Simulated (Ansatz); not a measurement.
Bond stretch in ClF, singlet.

Computed with restricted PBE/cc-pVTZ run with Ansatz (a first-principles code).

The batch members p0 to p7 hold the bond at 1.21, 1.28, 1.39, 1.46, 1.53, 1.58, 1.62, 1.65 Å.

Ansatz input:

Ansatz 0.2 input:
```yaml
# input.yaml
basis:
  gaussian: { orbitals: cc-pvtz }
hamiltonian:
  xc: pbe
batch:
  members: [p0.yaml, p1.yaml, p2.yaml, p3.yaml, p4.yaml, p5.yaml, p6.yaml, p7.yaml]

# p4.yaml, one of the 8 members of this batch
crystal:
  periodic: [false, false, false]
  atoms:
    - { symbol: Cl, position_ang: [0.0, 0.0, 0.0] }
    - { symbol: F, position_ang: [0.0, 0.0, 1.53] }
total_charge: 0
magnetization:
  spin_polarized: false
```

Lines of the output on each member:

```
Member 0: Total energy: -15224.59783610 eV, -559.4936508737 hartree
Member 1: Total energy: -15227.25490495 eV, -559.5912963528 hartree
Member 2: Total energy: -15229.69798378 eV, -559.6810778437 hartree
Member 3: Total energy: -15230.53694984 eV, -559.7119092778 hartree
Member 4: Total energy: -15231.01474913 eV, -559.7294680778 hartree
Member 5: Total energy: -15231.19607729 eV, -559.7361317647 hartree
Member 6: Total energy: -15231.26825630 eV, -559.7387842946 hartree
Member 7: Total energy: -15231.28789261 eV, -559.7395059157 hartree
```

The restricted form behind RKS-PBE keeps the bonding electrons paired and can't separate into open-shell fragments.
